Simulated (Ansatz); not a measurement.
Reaction (SMILES): FCl (F-Cl) → ClF+ (doublet, bonded as FCl) + e-
B3LYP-D3(BJ)/def2-TZVP geometries, fixed; electronic energies without zero-point terms.

Basis-set convergence of the adiabatic ionisation energy at B3LYP with Ansatz (a first-principles code). Cartesian d functions, on some or all atoms, in 6-311G**, 6-311+G**; all else is spherical. The program fits the integrals of some runs and decomposes those of others, by size. Open shells are unrestricted. No added dispersion term, no relativity. Functions are those of the species that has most. Reference: the value in aug-cc-pV(5+d)Z, 12.574 eV, itself unsure by roughly 0.003 eV (its mean distance from pcseg-4, aug-pcseg-3, aug-cc-pV(Q+d)Z). Deviations are taken from unrounded values.

| basis | functions | adiabatic ionisation energy (eV) |
|---|---|---|
| def2-SVP | 32 | 12.609 |
| def2-SVPD | 50 | 12.865 |
| pcseg-1 | 32 | 12.795 |
| aug-pcseg-1 | 50 | 12.834 |
| cc-pV(D+d)Z | 37 | 12.561 |
| aug-cc-pV(D+d)Z | 55 | 12.716 |
| 6-311G** | 45 | 12.723 |
| 6-311+G** | 53 | 12.847 |
| pcseg-2 | 64 | 12.624 |
| aug-pcseg-2 | 96 | 12.614 |
| def2-TZVP | 68 | 12.565 |
| def2-TZVPD | 86 | 12.595 |
| cc-pV(T+d)Z | 69 | 12.535 |
| aug-cc-pV(T+d)Z | 101 | 12.596 |
| def2-TZVPP | 73 | 12.565 |
| def2-TZVPPD | 91 | 12.595 |
| cc-pV(Q+d)Z | 119 | 12.555 |
| aug-cc-pV(Q+d)Z | 169 | 12.581 |
| pcseg-3 | 124 | 12.574 |
| aug-pcseg-3 | 174 | 12.576 |
| def2-QZVPP | 127 | 12.570 |
| def2-QZVPPD | 145 | 12.578 |
| cc-pV(5+d)Z | 191 | 12.569 |
| aug-cc-pV(5+d)Z | 263 | 12.574 |

What the diffuse functions change, pair by pair:
- def2-SVP to def2-SVPD: 18 more functions, deviation 0.035 to 0.290 eV
- pcseg-1 to aug-pcseg-1: 18 more functions, deviation 0.220 to 0.259 eV
- cc-pV(D+d)Z to aug-cc-pV(D+d)Z: 18 more functions, deviation -0.013 to 0.142 eV
- 6-311G** to 6-311+G**: 8 more functions, deviation 0.148 to 0.272 eV
- pcseg-2 to aug-pcseg-2: 32 more functions, deviation 0.049 to 0.039 eV
- def2-TZVP to def2-TZVPD: 18 more functions, deviation -0.009 to 0.021 eV
- cc-pV(T+d)Z to aug-cc-pV(T+d)Z: 32 more functions, deviation -0.040 to 0.022 eV
- def2-TZVPP to def2-TZVPPD: 18 more functions, deviation -0.009 to 0.020 eV
- cc-pV(Q+d)Z to aug-cc-pV(Q+d)Z: 50 more functions, deviation -0.019 to 0.007 eV
- pcseg-3 to aug-pcseg-3: 50 more functions, deviation -0.001 to 0.001 eV
- def2-QZVPP to def2-QZVPPD: 18 more functions, deviation -0.004 to 0.004 eV
- cc-pV(5+d)Z to aug-cc-pV(5+d)Z: 72 more functions, deviation -0.005 to 0.000 eV

Leaving out the reference's own pair, they bring the value nearer the reference by more than 0.003 eV in 3 of 11 pairs.
